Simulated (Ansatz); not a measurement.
**CH₄N (quartet): from Hartree-Fock to the top rungs at distance C1–H5 along a hydrogen transfer = 1.658 Å, cc-pVDZ**

The task here is to estimate one member of a computed series from the others.

Program: Ansatz 0.2.0, Gaussian basis. Level of theory: cc-pVDZ, core rule «outside noble gas», up to 2 orbitals frozen. These are calculated values, not measurements.

To be run: UHF; CCSD(T) on ROHF; CCSD(T) on UHF; BCCD(T) on ROHF; CISD; CCSDT(Q) on ROHF; CCSDT(Q) on UHF; CASSCF and MRCISD+Q, 5 electrons in 5 orbitals; CASSCF and NEVPT2, 5 electrons in 5 orbitals.

5 further runs of the same task are left out: 3 that didn't finish, 2 set aside as unsound or not needed.

## The system

The geometry derives from fragments relaxed apart (PBE0/def2-TZVP) and kept rigid, so it is no stationary point. A hydrogen atom is moved between rigid fragments.

6 atoms, charge 0, spin multiplicity 4.

Atoms are counted from 1 here; the program's logs count them from 0.

Bond lengths: C1–H2 1.090 Å, C1–H3 1.090 Å, C1–H4 1.090 Å, H5–N6 1.040 Å. Angles: H2–C1–H3 109.5°, H2–C1–H4 109.5°, H3–C1–H4 109.5°.

Set-up of the first run:

Input file in.yaml:

```yaml
crystal:
  periodic: [false, false, false]
  atoms:
    - {symbol: C, position_ang: [-1.276674, 0.000000, 0.000000]}
    - {symbol: H, position_ang: [-1.639879, 1.027301, 0.000000]}
    - {symbol: H, position_ang: [-1.639880, -0.513650, 0.889668]}
    - {symbol: H, position_ang: [-1.639879, -0.513650, -0.889669]}
    - {symbol: H, position_ang: [0.381326, 0.000000, 0.000000]}
    - {symbol: N, position_ang: [1.421326, 0.000000, 0.000000]}
basis:
  gaussian: {orbitals: cc-pVDZ}
magnetization: {spin_polarized: true, initial_magnetization: 3}
hamiltonian: {xc: hf}
output: {orbitals: {seedname: orbitals}}
```

On the command line:

```bash
ansatz run in.yaml --threads 1 --pin off --events-out ev --progress --plain --max-ram 2393MiB
```

Among the steps run: UHF; CCSD(T) on ROHF; CCSD(T) on UHF; BCCD(T) on ROHF; CISD; CCSDT(Q) on ROHF; CCSDT(Q) on UHF; CASSCF and MRCISD+Q, 5 electrons in 5 orbitals; CASSCF and NEVPT2, 5 electrons in 5 orbitals.

One of the session's tables, all rows but one given; the rest of the session is left out.

It belongs to the step «Misses and costs». 

```
       method  from UCCSDT(Q) (kcal/mol)
         ROHF                    +187.93
          UHF                    +180.07
         RMP2                     +30.49
         UMP2                     +30.36
         CISD                     +17.64
        RCCSD                      +4.16
        UCCSD                      +4.03
     RCCSD(T)                      +0.73
     UCCSD(T)                      +0.70
      BCCD(T)                      +0.72
       RCCSDT                          ?
       UCCSDT                      +0.17
    RCCSDT(Q)                      +0.05
    UCCSDT(Q)                          0
  CASSCF pair                    +172.33
  NEVPT2 pair                     +29.07
  MRCISD pair                     +15.56
MRCISD+Q pair                      +1.55
```

**Question.** Estimate the row for RCCSDT.

The run gave: from UCCSDT(Q) (kcal/mol): +0.21. In the column «from UCCSDT(Q) (kcal/mol)» it lies between UCCSDT (+0.17) and UCCSD(T) (+0.70).

Limits of these values: Restricted and unrestricted rows rest on different reference determinants; where their highest levels disagree by more than a few hundredths of an eV, they describe different states and don't form one ladder.
